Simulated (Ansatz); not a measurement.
**1T (CdI2-type) CdI2**

Level of theory: PBEsol (Ansatz, a program for electronic structure, PAW).

Settings: plane-wave cutoff 500 eV, 12×12×6 k mesh (along the axes of the cell as run), gaussian smearing 0.02 eV, scalar-relativistic PAW data made under PBE.

Cell (relaxed at this level):

Space group P-3m1 (No. 164); a = b = 4.2207 Å, c = 6.9741 Å, α = β = 90.00°, γ = 120.00°

| atom | site | symmetry | x | y | z |
|---|---|---|---|---|---|
| Cd | 1a | -3m. | 0.0000 | 0.0000 | 0.0000 |
| I | 2d | 3m. | 0.3333 | 0.6667 | 0.2443 |

```
Quantity                             Value
---------------------------  -------------
equilibrium volume per atom  35.86 Å³/atom
lattice parameter a                4.221 Å
lattice parameter c                6.974 Å
```

Measured, for comparison: lattice constant a 4.244 Å, lattice parameter c 6.859 Å (temperature not stated, not corrected to a static lattice; as tabulated in de Haan, NBS Special Publication (1969), 233, by the Crystallography Open …). Computed (rounded) less measured: lattice constant a -0.5 %, lattice parameter c +1.7 %. A static lattice is as a rule a little smaller and stiffer than an uncorrected measurement, which narrows the difference in the lattice constant a and would widen misses of the other sign.

Note: the cell comes from a level without a dispersion term, which matters for the spacing of layers, chains or molecules; the cell has widely spaced layers and the level no dispersion term, so their spacing and the moduli can rest on weak binding.

Spin–orbit coupling is not included.

Computed values are for the static lattice.

It cost about 4 core-minutes (a rough figure) of CPU time.
